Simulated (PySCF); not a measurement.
# Spin states of PO

Unrestricted PBE0; basis P def2-TZVPPD, O def2-TZVPPD; no relativity; PySCF 2.14. Outer shells of the fragments: P 3s2 3p3; O 2s2 2p4.

Followed along the bond (rough minima from three points):

```json
{"2Ms+1": "2", "unpaired": "π ↑", "⟨S²⟩ at the start": "0.76", "R at minimum (Å)": "1.48", "Te (eV)": "0.00"}
{"2Ms+1": "4", "unpaired": "π ↑↑↑", "⟨S²⟩ at the start": "3.76", "R at minimum (Å)": "1.72", "Te (eV)": "3.21"}
```

Solutions found at the starting distance of 1.665 Å, counted from the lowest of them; the search is not exhaustive and high or unbound solutions are not listed, so other states can lie among these:

```json
{"2Ms+1": "2", "unpaired": "π ↑", "term": "²Π", "E (eV)": "0.00", "⟨S²⟩": "0.76", "⟨Lz²⟩": "1.01", "μ (D)": "-2.66"}
{"2Ms+1": "4", "unpaired": "π ↑↑↑", "term": "⁴Π", "E (eV)": "2.42", "⟨S²⟩": "3.76", "⟨Lz²⟩": "1.01", "μ (D)": "-0.47"}
{"2Ms+1": "2", "unpaired": "π ↑↑↓", "term": "mixed", "E (eV)": "2.81", "⟨S²⟩": "1.77", "⟨Lz²⟩": "3.04", "μ (D)": "-0.48"}
{"2Ms+1": "4", "unpaired": "σ ↑, π ↑↑", "term": "⁴Σ⁻", "E (eV)": "3.22", "⟨S²⟩": "3.76", "⟨Lz²⟩": "0.00", "μ (D)": "-1.89"}
{"2Ms+1": "2", "unpaired": "σ ↑", "term": "²Σ⁺", "E (eV)": "3.88", "⟨S²⟩": "0.83", "⟨Lz²⟩": "0.00", "μ (D)": "-1.49"}
{"2Ms+1": "2", "unpaired": "σ ↑, π ↑↓", "term": "mixed", "E (eV)": "3.90", "⟨S²⟩": "1.77", "⟨Lz²⟩": "2.03", "μ (D)": "-1.54"}
{"2Ms+1": "2", "unpaired": "σ ↓, π ↑↑", "term": "mixed", "E (eV)": "3.91", "⟨S²⟩": "1.77", "⟨Lz²⟩": "0.00", "μ (D)": "-1.44"}
{"2Ms+1": "2", "unpaired": "π ↑", "term": "mixed", "E (eV)": "4.36", "⟨S²⟩": "0.75", "⟨Lz²⟩": "3.01", "μ (D)": "-0.41"}
{"2Ms+1": "4", "unpaired": "σ ↑, π ↑↑", "term": "mixed", "E (eV)": "6.23", "⟨S²⟩": "3.76", "⟨Lz²⟩": "2.02", "μ (D)": "0.11"}
{"2Ms+1": "4", "unpaired": "σ ↑, π ↑↑", "term": "mixed", "E (eV)": "6.73", "⟨S²⟩": "3.76", "⟨Lz²⟩": "2.01", "μ (D)": "-0.05"}
```

A term symbol is given only where ⟨S²⟩ and ⟨Lz²⟩ are close to those of a pure state; real π, δ and φ orbitals otherwise mix terms. A positive dipole means P(−)O(+).

Q: Compare the gap between the two lowest followed solutions at the starting distance with the gap between their minima.

A: At PBE0 the second solution (quartet, unpaired electrons π ↑↑↑) lies +2.42 eV from the first (doublet, unpaired electrons π ↑) at 1.665 Å and +3.21 eV at the minima; the two curves relax by different amounts, since their minima lie near 1.72 and 1.48 Å.

Counting both spins, an empty level lies below a filled one in some of these solutions, because spin and occupation are held.
